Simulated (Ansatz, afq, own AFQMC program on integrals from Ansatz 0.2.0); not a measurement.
## AlH, triplet → AlH⁺, quartet

```xyz
2

Al    0.0000    0.0000    0.0000
H     0.0000    0.0000    1.6045
```

E(quartet, charge +1) − E(triplet, charge +0) at this geometry, on UHF and UHF determinants.

Basis cc-pVTZ. Noble-gas cores (and the filled d shells of Ga–Kr and In–Xe) are frozen. Integrals, coupled cluster, full CI and functionals: Ansatz 0.2.0; the random walks run on the same integrals in our own AFQMC program. ph-AFQMC/CISD is guided by a CISD state made of CCSD amplitudes; releasing the constraint for a short imaginary time cuts its bias at the price of noise, slowly where states lie close. Uncertainties: one standard error, sampling alone. The errors of all members are added in quadrature.

Full CI on the same integrals is exact in this basis and with this determinant's frozen core.

The best estimate is CCSD(T) at the basis-set limit (CBS: def2-TZVPP and def2-QZVPP, with their diffuse functions for anions and beside diffuse sets, CCSD(T) itself extrapolated) plus the step from CCSD(T) to full CI in cc-pVTZ. Rows without CBS are in cc-pVTZ; B2PLYP and the wave-function rows carry a basis error of their own. Core correlation and relativity beyond core potentials are missing, and ± holds the sampling alone.

Cautions: AlH (triplet): another spin lies lower; AlH⁺ (quartet): lower spins were not checked; this needn't be the first ionization; core correlation is missing, and it shifts such a gap most where an s electron is promoted.

Best estimate: 288.4 kcal/mol.

```tsv
level	vertical ionization energy (kcal/mol)	error against the best estimate (kcal/mol)
HF	257.0	-31.5
MP2	279.4	-9.0
CCSD	286.1	-2.4
CCSD(T)	286.9	-1.5
ph-AFQMC/CISD	287.1 ± 0.03	-1.3 ± 0.03
released AFQMC	287.3 ± 0.03	-1.1 ± 0.03
FCI	287.3	-1.2
HF/CBS	256.3	-32.1
MP2/CBS	281.3	-7.1
CCSD(T)/CBS	288.1	-0.4
PBE	291.1	2.7
r2SCAN	286.5	-1.9
PBE0	289.2	0.8
B3LYP	295.4	7.0
wB97M-V	293.2	4.8
B2PLYP	289.8	1.4
```

Correlation beyond CCSD(T) adds 0.4 kcal/mol. Going to the basis-set limit adds 1.2 kcal/mol at CCSD(T). The perturbative (T) step is worth +0.9 kcal/mol.

Best estimates are given only where the step beyond CCSD(T) is under 0.3 eV and no member's determinant is very poor (T1 over 0.05, or 0.07 for open shells, ⟨S²⟩ too high by 0.3, two states mixed), so the hardest cases are missing from such tables.

The functionals ran in a triple-zeta set and keep a basis error of their own, a few kJ/mol for each bond in atomization energies and more for double hybrids, so close places among them and the extrapolated levels can swap.

Each member of a difference takes its own highest rung, so a best estimate needn't equal the limit plus the step of one row. A walk keeps the symmetry of its determinant, which the program's search chose and which needn't be the lowest solution, so a lower state of the same spin and another symmetry isn't excluded. Released energies are given only where the last usable release times agree within the noise; a slower fall can still hide under it.
